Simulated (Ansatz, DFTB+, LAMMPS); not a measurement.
How well does each level of theory give the elastic constant C11 of fcc Ni?

Reference value: 261 GPa (measured, 0 K, low-temperature values given for 0 K; zero-point effects included; as tabulated in Li et al. (2021), arXiv:2102.01972).

**Question.** What do ADP Ni.adp, GFN1-xTB as cut by DFTB+, SNAP Ni_Zuo_JPCA2020.snap, LDA, PBE give, and how far is each from the reference?

**Answer.** 
```tsv
level (code)	value (GPa)	cell (Å³/atom)	difference (%)
ADP Ni.adp (LAMMPS)	242	10.90	-7.3
GFN1-xTB as cut by DFTB+	66.8	14.02	-74
SNAP Ni_Zuo_JPCA2020.snap (LAMMPS)	283	10.92	+8.4
LDA (Ansatz)	351	10.03	+34
PBE (Ansatz)	283	10.89	+8.4
```

Leaving aside GFN1-xTB as cut by DFTB+ (doubt noted below): Once the reference is moved by up to 5.0 % (a margin picked here for doubts on the reference and the settings, and for temperature and zero-point motion) and values within 1.7 % count as equal, the nearest can be ADP Ni.adp (-7.3 %), SNAP Ni_Zuo_JPCA2020.snap (+8.4 %) or PBE (+8.4 %). Among them LDA (+34 %) misses by most. Within 20 %: ADP Ni.adp, SNAP Ni_Zuo_JPCA2020.snap, PBE.

The reference isn't brought to a static lattice, while the calculations are for one, so the differences are not the levels' errors alone. Spin-polarised runs: LDA (parallel moments), PBE (parallel moments). GFN1-xTB as cut by DFTB+: the relaxed volume lies over a fifth from the starting cell. GFN1-xTB as cut by DFTB+: the method was fitted mainly to molecules. GFN1-xTB as cut by DFTB+: this magnet was run without spin. GFN1-xTB as cut by DFTB+: codes differ in how they cut the long-range tail of xTB's charge interaction in a crystal, so the value belongs to this code. Each level is taken at its own relaxed cell. Ansatz's density-functional and Hartree–Fock values are scalar-relativistic unless marked +SOC, with PAW data made under PBE.

Empirical potentials (ADP Ni.adp) are fitted to chosen data: where that held the value shown, agreement is built in, and what lay outside the fit can be far off. Machine-learned potentials (SNAP Ni_Zuo_JPCA2020.snap) are trained on DFT data: a solid inside that data is no test of them.

Differences are worked out from the printed values.

Ansatz is a quantum-chemistry and plane-wave program.
